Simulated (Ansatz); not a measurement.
A nudged elastic band was laid between two geometries of BClH2 + H (5 atoms, charge 0, multiplicity 2).

Computed with Ansatz, UKS revPBE-D4/def2-SVP.

```yaml
movable_images: 9
climbing_image: yes
spring: 5.0 eV/Å²
optimiser: quadratic models (default)
start_path: through a guess of the saddle point
force_threshold: 0.03 eV/Å
iteration_limit: 60
end_points: relaxed
```

First end point:

```xyz
5
Properties=species:S:1:pos:R:3
B 0.000 0.000 -0.214
Cl 0.000 0.000 1.539
H 1.070 0.000 -0.784
H -1.070 0.000 -0.784
H 0.000 0.000 4.943
```

Last end point:

```xyz
5
Properties=species:S:1:pos:R:3
B 0.000 0.000 -0.469
Cl 0.000 0.000 2.924
H 1.096 0.000 -0.991
H -1.096 0.000 -0.991
H 0.000 0.000 4.226
```

(1) What changes between the two ends?

(2) Give the energies along the band, and the barrier.

(3) What is the geometry of the highest image?

## Answers

(1) Bonds broken: B1–Cl2. Bonds formed: Cl2–H5. BClH2 + H becomes BH2 + ClH.

(2) It converged. The highest image is number 6 of 0 to 10, 124.0 kJ/mol above the first end and 18.1 kJ/mol above the last; the last end lies 105.9 kJ/mol above the first. A vibrational analysis at the climbing image gives 2 clearly imaginary modes (802i, 368i cm⁻¹): a point of higher order, so a lower path passes nearby.

| image | path coordinate (Å) | energy (kJ/mol) | B1–Cl2 (Å) | Cl2–H5 (Å) |
| --- | --- | --- | --- | --- |
| 0 | 0.00 | 0.0 | 1.75 | 3.40 |
| 1 | 0.28 | 0.3 | 1.75 | 3.09 |
| 2 | 0.56 | 1.8 | 1.75 | 2.79 |
| 3 | 0.83 | 6.6 | 1.75 | 2.48 |
| 4 | 1.11 | 19.3 | 1.76 | 2.16 |
| 5 | 1.39 | 74.6 | 1.95 | 1.76 |
| 6 | 1.67 | 124.0 | 2.29 | 1.43 |
| 7 | 1.96 | 116.2 | 2.61 | 1.33 |
| 8 | 2.24 | 109.7 | 2.87 | 1.31 |
| 9 | 2.53 | 106.7 | 3.13 | 1.30 |
| 10 | 2.82 | 105.9 | 3.39 | 1.30 |

(3) 
```xyz
5
Properties=species:S:1:pos:R:3:forces:R:3
B 0.000 0.000 -0.057 0.00 0.00 0.00
Cl 0.000 0.000 2.232 0.00 0.00 -0.01
H 1.099 0.000 -0.570 0.00 0.00 0.00
H -1.099 0.000 -0.570 0.00 0.00 0.00
H 0.000 0.000 3.665 0.00 0.00 0.01
```

The run took 2 min on 1 thread of Arm Neoverse V1 (shared host), peak memory 0.086 GiB.
